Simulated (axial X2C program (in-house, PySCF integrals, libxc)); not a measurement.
## Curves of BF⁺ by EOM-EA-CCSD

Computed with an in-house all-electron X2C program for linear molecules (integrals from PySCF): two-component X2C with atomic mean-field Coulomb and Gaunt terms, Gaussian nuclei, basis F dyall-av3z, B dyall-av3z with contracted cores.

Energies in eV from the lowest point of the lowest state; states are followed by energy order within each Ω. Reference: BF²⁺, 8 electrons correlated in 92 virtual spinors with an MP2 remainder; levels at this size can be off by some tenths of an eV. Masses 18.998 and 11.009 u.

```json
{"R (Å)": "1.115", "(1)Ω=1/2": "0.4523", "(2)Ω=1/2": "7.7270", "(1)Ω=3/2": "7.7351"}
{"R (Å)": "1.163", "(1)Ω=1/2": "0.1017", "(2)Ω=1/2": "7.1108", "(1)Ω=3/2": "7.1187"}
{"R (Å)": "1.212", "(1)Ω=1/2": "0.0000", "(2)Ω=1/2": "6.7635", "(1)Ω=3/2": "6.7712"}
{"R (Å)": "1.266", "(1)Ω=1/2": "0.0980", "(2)Ω=1/2": "6.6053", "(1)Ω=3/2": "6.6128"}
{"R (Å)": "1.321", "(1)Ω=1/2": "0.3535", "(2)Ω=1/2": "6.6211", "(1)Ω=3/2": "6.6282"}
{"R (Å)": "1.394", "(1)Ω=1/2": "0.8584", "(2)Ω=1/2": "6.8205", "(1)Ω=3/2": "6.8271"}
```

Question: Fit the curves (1)Ω=1/2, (2)Ω=1/2, (1)Ω=3/2 near their minima.

Answer: At EOM-EA-CCSD from BF²⁺ (the fit fixes ωe to about one per cent; ωe of higher roots by this method can be off by ten per cent):

```csv
state,Te (cm⁻¹),Re (Å),ωe (cm⁻¹)
(1)Ω=1/2,0,1.213,1714.2
(2)Ω=1/2,53180,1.287,1401.5
(1)Ω=3/2,53240,1.287,1400.7
```

For BF²⁺ at CCSD, and between the minima:

Re = 1.187 Å, ωe = 1828.2 cm⁻¹; removing the electron costs 23.365 eV without zero-point terms.

T1 of the reference reaches 0.039 (Lee–Taylor). Curves followed by order can swap character. Number of frozen shells: F 1 s; B 1 s. Roots with under 60 % one-particle weight at any point are counted in the labels but not shown, and the list ends where the roots sought for some Ω run out; states that need a further excitation are missing and may lie low or lowest. Curves with a minimum but no constants failed the fit check.
